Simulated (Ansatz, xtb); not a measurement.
Species: CH$_{3}$O, net charge -1, singlet state. It need not be the lowest isomer of its formula. Whether it binds its extra electron was not tested at this geometry. 
Structure (B3LYP-D3(BJ)/def2-TZVP (Ansatz, a program for electronic structure) minimum search):
SMILES: [CH2-]O
```xyz
5

C     -0.1665     0.7756     0.0111
O     -0.0916    -0.7333    -0.0101
H      0.8381    -1.0042    -0.0154
H      0.4482     1.0964     0.8901
H      0.4454     1.1210    -0.8605
```
Charge -1, spin multiplicity 1.

Harmonic wavenumbers from GFN2-xTB (xtb, at its own minimum), cm⁻¹: 474, 781, 1035, 1205, 1292, 1530, 2245, 2362, 3363.

Task: Give the harmonic wavenumbers at B3LYP-D3(BJ)/def2-TZVP (Ansatz, finite differences of forces, unscaled).

Result: 445, 733, 1020, 1184, 1194, 1441, 2713, 2729, 3567 cm⁻¹. Zero-point energy 21.5 kcal/mol.

Task: From these and the geometry, give the ideal-gas thermochemistry at 298.15 K and 1 atm (rigid rotor, harmonic oscillator).

Result: Point group Cs, rotational symmetry number 1. Rotational constants 167.4, 24.34, 24.26 GHz. S(trans) 36.23, S(rot) 18.73, S(vib) 1.27, S(elec, spin only) 0.00, S 56.2 cal/(mol K). H(298) - H(0) 2.65 kcal/mol; G - E(el) 7.4 kcal/mol.
